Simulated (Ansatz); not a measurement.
Write a Python script for Ansatz's Python interface that makes a single point in a Gaussian basis of C2H3F2O (charge -1), SMILES [O-]CC(F)F. Settings: PBE, def2-SVP basis, multiplicity 1.

Input file `c2h3f2o.xyz`:
```text
8

O     1.43610    0.53660   -0.94140
C     0.81970   -0.11750    0.03900
C    -0.72350    0.08710   -0.01180
F    -1.09250    1.38680    0.13200
F    -1.28320   -0.37220   -1.16150
H     0.94060   -1.21240    0.06190
H     1.08930    0.15950    1.07080
H    -1.18630   -0.46780    0.81110
```

The script, `run_energy.py`:
```python
# -*- coding: utf-8 -*-
from pathlib import Path

import ansatz as az

molecule = az.Crystal.molecule_from_extxyz("c2h3f2o.xyz")

base = (
    molecule.calculation()
    .basis(gaussian="def2-SVP")
    .functional("pbe")
    .charge(-1)
    .orbitals()
)
out = base.run(runs_dir="out")
summary = out.report

print(f"E = {summary['free_energy_ev']:.6f} eV = {summary['free_energy_ev'] / 27.211386246:.7f} Ha")
print("converged:", summary["converged"], " doubts:", summary["published_state_doubts"] or "none")

field = summary["mean_field"]
print("<S^2> =", round(abs(field["state"]["spin_squared"]), 4), " all-electron relativity setting:", field["relativity"])
print("passes:", field["passes"])
if "symmetry" in field:
    print("occupied orbitals by irrep:", field["symmetry"]["occupied"])

lines = Path(summary["orbitals_path"]).read_text().splitlines()
field_of = lambda key: [line.split("=")[1].strip() for line in lines if line.startswith(key)]
orbitals = [(27.211386 * float(e), s, float(n)) for e, s, n in zip(field_of("Ene="), field_of("Spin="), field_of("Occup="))]
homo = max(e for e, _, n in orbitals if n > 0.5)
lumo = min(e for e, _, n in orbitals if n < 0.5)
print(f"HOMO {homo:.3f} eV, LUMO {lumo:.3f} eV, gap {lumo - homo:.3f} eV")
```

```console
$ python run_energy.py
E = -9585.338271 eV = -352.2546843 Ha
converged: True  doubts: none
<S^2> = 0.0  all-electron relativity setting: none
passes: {'evaluations': 16, 'products': 12}
occupied orbitals by irrep: [{'A': 21}, {'A': 21}]
HOMO 2.673 eV, LUMO 6.261 eV, gap 3.588 eV
```

Total energies depend on the basis set; only differences at equal settings carry meaning. The geometry is a force-field or estimated start, not a minimum of this method, and the basis set is short of its limit. Levels such as HOMO and LUMO are orbital energies: with these approximate functionals they aren't the ionisation energy and electron affinity, and their gap isn't the fundamental gap. Anions want diffuse functions, which this basis lacks. The whole script took 1.9 s on 1 thread of Arm Neoverse V2 (shared host), peak memory 0.17 GiB.

(A comment or docstring line of the script was reworded after the run, the code is as it ran; lines on the test bed's own set-up are left out of the output.)
